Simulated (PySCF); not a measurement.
Compound: PH3.
Cartesian coordinates in Å at the PBE0-D3(BJ)/def2-SVP level; atoms count from 1:
```
atom  x, y, z in Å
P1     0.026   -0.041    0.476
H2    -0.599    1.021   -0.247
H3     1.199   -0.004   -0.337
H4    -0.590   -1.049   -0.327
```

Computed with PySCF 2.14.0, PBE0-D3(BJ)/def2-SVP geometry optimisation, gas phase.

Take the most abundant isotopes and a rigid rotor. 

Give the principal moments of inertia and the rotational constants in GHz.

Ia = 3.84, Ib = 3.84, Ic = 4.33 u·Å²; 505379 MHz·u·Å²/I gives 131470, 131450 and 116795 MHz, that is A = 131.47, B = 131.45, C = 116.80 GHz.

Classify the top.

An oblate symmetric top, as the point group C3v requires two equal moments; the computed ones differ by 0.02 % because the geometry is symmetric only within the optimiser's tolerance; Ray's κ = 0.997.

Is it planar, by Δ = Ic − Ia − Ib?

Not planar: Δ = Ic − Ia − Ib = -3.36 u·Å². For a rigid frame Δ = −2 Σ m c², so Σ m c² = 1.68 u·Å² lies off the ab plane: 1.53 from hydrogen and 0.15 from heavier atoms. The atom farthest from that plane is 0.71 Å away.

Give the other two planar moments, Paa and Pbb, and the rms extents of the mass along the axes.

Paa = Σ m a² = (Ib + Ic − Ia)/2 = 2.16 and Pbb = Σ m b² = (Ia + Ic − Ib)/2 = 2.16 u·Å². With the mass M = 34.00 u, the rms extents √(P/M) along a, b and c are 0.25, 0.25, 0.22 Å.

Where do the R-branch lines fall?

The dipole of 0.91 D lies along the symmetry axis, so ΔK = 0 and J+1 ← J falls at 2B(J+1) for every K: 262.92 GHz, 525.84 GHz, 788.76 GHz, 1051.68 GHz, 1314.60 GHz for J = 0 to 4.

Estimate the classical rotational partition function at 50 K, 298.15 K and 500 K.

Point group C3v, symmetry number σ = 3; q = (√π/σ)·√((kT/h)³/(ABC)), k/h = 20836.6 MHz/K: 14.0 at 50 K, 204 at 298.15 K, 442 at 500 K.

Stationary, but not proved a minimum. Zero-point vibration and centrifugal distortion are left out.
